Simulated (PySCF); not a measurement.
## One elementary step

Start structure (SiH6S, singlet), relaxed at PBE0-D4/def2-TZVP:

Si1  (-0.871, -0.550, 0.196)
S2  (0.585, 0.199, 1.571)
H3  (-0.232, -1.085, -1.032)
H4  (-1.717, 0.621, -0.137)
H5  (-1.702, -1.616, 0.810)
H6  (1.392, 1.616, -1.190)
H7  (1.314, 1.777, -1.915)
H8  (1.237, -0.970, 1.690)
(Å)

The step: SiH₄S ([SiH3][SH]) + H₂ → SiH₄ + H₂S; bonds formed: Si1–H7, S2–H6; bonds broken: Si1–S2, H6–H7. Computed with PySCF 2.14 with density fitting (its default auxiliary sets; JK sets also for MP2 and CCSD(T)) (basis: def2-TZVPP and def2-QZVPP); correlated methods freeze the cores. Extrapolation: Hartree–Fock as exp(−7.88 √X), correlation as X^−2.97. Energies below are by CCSD(T) at an estimated basis limit (MP2 extrapolated from triple and quadruple zeta, plus CCSD(T) − MP2 in triple zeta).

**Question.** What are the electronic barrier and the energy of the step, from the start structure to the end structure? (An estimate is asked for; the value comes from the calculation.)

**Answer.** By the calculation: Barrier 59.11 kcal/mol; step energy 7.67 kcal/mol (uphill); reverse barrier, their difference, 51.44 kcal/mol. Barrier and step energy count from the start structure, the reverse barrier from the end structure.

The saddle point: One imaginary mode of 1282i cm⁻¹.
```json
{"pair": "Si1–H7", "start (Å)": "3.83", "saddle (Å)": "1.71", "end (Å)": "1.48"}
{"pair": "S2–H6", "start (Å)": "3.21", "saddle (Å)": "1.68", "end (Å)": "1.34"}
{"pair": "Si1–S2", "start (Å)": "2.14", "saddle (Å)": "2.51", "end (Å)": "3.75"}
{"pair": "H6–H7", "start (Å)": "0.75", "saddle (Å)": "0.99", "end (Å)": "3.17"}
```

Zero-point energy (harmonic, PBE0-D4): ZPE is 28.54 kcal/mol at the start and 29.41 kcal/mol at the saddle, so the barrier goes from 59.11 to 59.98 kcal/mol.

The T1 diagnostic stays at or below 0.014.

Labels in which every atom is bracketed show which atoms are joined, not bond orders.

For scale, one of the runs: CCSD(T)/def2-TZVPP, 168 basis functions, launched by `OMP_NUM_THREADS=4 python run.py`. Time: 100 s of wall clock on 4 CPU threads of an Arm Neoverse V2; the host was shared. Peak host memory: 1.1 GiB.
